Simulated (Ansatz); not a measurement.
# SiH3S+ (SMILES [SiH2]=[SH+]): functionals against CCSD(T) at one geometry

The task here is to estimate one member of a computed series from the others.

Program: Ansatz 0.2.0, Gaussian basis. Level of theory: single points in def2-TZVPP. These are calculated values, not measurements.

Correlated methods freeze the cores.

### The starting structure

SMILES `[SiH2]=[SH+]`, 5 atoms, charge 1, spin multiplicity 1.

Atoms are counted from 1 here; the program's logs count them from 0.

Bond lengths: Si1–S2 2.339 Å, Si1–H3 1.483 Å, Si1–H4 1.561 Å, S2–H5 1.299 Å. Angles: S2–Si1–H3 114.2°, S2–Si1–H4 123.9°, H3–Si1–H4 121.8°, Si1–S2–H5 91.9°.

Geometry (Å):

```
Si   -0.45010   -0.53870   -0.09410
S     1.34510    0.64860    0.82180
H    -0.66800   -1.87390    0.51290
H    -1.41140    0.03610   -1.18180
H     1.10470    1.67900    0.06790
```

Set-up of the first run:

run/in.yaml

```yaml
crystal:
  periodic: [false, false, false]
  atoms:
    - {symbol: Si, position_ang: [-0.450100, -0.538700, -0.094100]}
    - {symbol: S, position_ang: [1.345100, 0.648600, 0.821800]}
    - {symbol: H, position_ang: [-0.668000, -1.873900, 0.512900]}
    - {symbol: H, position_ang: [-1.411400, 0.036100, -1.181800]}
    - {symbol: H, position_ang: [1.104700, 1.679000, 0.067900]}
basis:
  gaussian: {orbitals: def2-TZVPP}
total_charge: 1
correlation: {method: ccsd_t}
output: {forces: true}
```

No record of the launch command was kept for these runs.

Among the steps run: CCSD(T)/def2-TZVPP; PBE0-D4/def2-TZVPP; wB97M-V/def2-TZVPP; r2SCAN-D4/def2-TZVPP; PBE-D4/def2-TZVPP; revPBE-D4/def2-TZVPP; r2SCANh-D4/def2-TZVPP.

One table of the session follows, with a row left open; its other results are not shown here.

| method | RMS force component (eV/Å) | angle to CCSD(T) forces (°) |
| --- | --- | --- |
| CCSD(T) | 1.336 | reference |
| PBE0-D4 | 1.386 | 2.9 |
| wB97M-V | 1.399 | 1.8 |
| r2SCAN-D4 | 1.347 | 2.7 |
| PBE-D4 | 1.310 | 8.8 |
| revPBE-D4 | 1.293 | 9.1 |
| r2SCANh-D4 | ? | ? |

Estimate the missing values for r2SCANh-D4.

The run gave: RMS force component (eV/Å): 1.372; angle to CCSD(T) forces (°): 1.5. In the column «RMS force component (eV/Å)» it lies between r2SCAN-D4 (1.347) and PBE0-D4 (1.386).
